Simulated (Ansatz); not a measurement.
## HCl⁺, doublet: the ladder up to full CI

Geometry: that of the HCl, singlet, kept fixed.

```yaml
atoms:
  - { symbol: Cl, position_ang: [0.0000, 0.0000, 0.0000] }
  - { symbol: H, position_ang: [0.0000, 0.0000, 1.2788] }
```

Basis cc-pVDZ; Ansatz 0.2.0. Correlated methods freeze the noble-gas cores, which leaves 7 electrons in 18 orbitals. Prefix R: restricted or restricted open-shell reference; prefix U: unrestricted. Active spaces: valence = (7e, 5o) chosen from the atoms' valence shells.

Full CI is exact within this basis and frozen core; it isn't the basis-set limit. The frozen core follows each run's orbitals, which can shift R against U totals by a few meV.

For open shells CISD and CISDTQ are restricted-active-space CI with the open shells as a complete middle space.

The UHF ⟨S²⟩ is 0.758. The T1 diagnostic (RCCSD) is 0.0131, the largest doubles amplitude (RCCSD) is 0.052 and the T1 diagnostic (UCCSD) is 0.0067.

| level | E − E(full CI) (kcal/mol) | share of correlation (%) | wall time |
| --- | --- | --- | --- |
| RHF | 90.64 | 0.00 | – |
| UHF | 87.70 | 3.24 | – |
| RMP2 | 14.12 | 84.42 | – |
| UMP2 | 14.46 | 84.05 | – |
| CISD | 4.38 | 95.17 | 0.54 s |
| RCCSD | 1.63 | 98.20 | – |
| UCCSD | 1.57 | 98.27 | – |
| RCCSD(T) | 0.32 | 99.65 | 0.45 s |
| UCCSD(T) | 0.30 | 99.67 | 0.45 s |
| BCCD(T) | 0.31 | 99.65 | 0.45 s |
| RCCSDT | 0.10 | 99.89 | – |
| UCCSDT | 0.09 | 99.90 | – |
| CISDTQ | 0.07 | 99.93 | 2 s |
| RCCSDT(Q) | 0.01 | 99.99 | 2.4 s |
| UCCSDT(Q) | 0.00 | 100.00 | 2.1 s |
| RCCSDTQ | 0.00 | 100.00 | 12 s |
| UCCSDTQ | -0.01 | 100.01 | 12 s |
| CASSCF (valence space) | 78.57 | 13.32 | – |
| NEVPT2 (valence space) | 17.02 | 81.22 | 0.24 s |
| MRCISD (valence space) | 3.17 | 96.50 | – |
| MRCISD+Q (valence space) | -0.45 | 100.49 | 0.48 s |

The correlation energy at full CI, counted from RHF, is -3.930 eV. That run took 4.5 s on 1 thread of Arm Neoverse V1, shared host over 624,320 determinants.

Times hold each run's SCF and search for its determinant on a shared host, so for small cases they say little of a method's own cost; they ran on 1 thread of Arm Neoverse V1. Some runs computed forces too.

More than 5 meV below full CI, which no variational method can be: MRCISD+Q (valence space).

The full-CI state has the irrep B2 of C2v, in the program's axes (one component, if the state is degenerate).

Natural occupations of full CI about the gap: 1.974 1.963 1.954 0.995 0.032 0.015 0.013 0.013 0.012 0.009; effectively unpaired electrons, Σ n²(2−n)², 1.02.
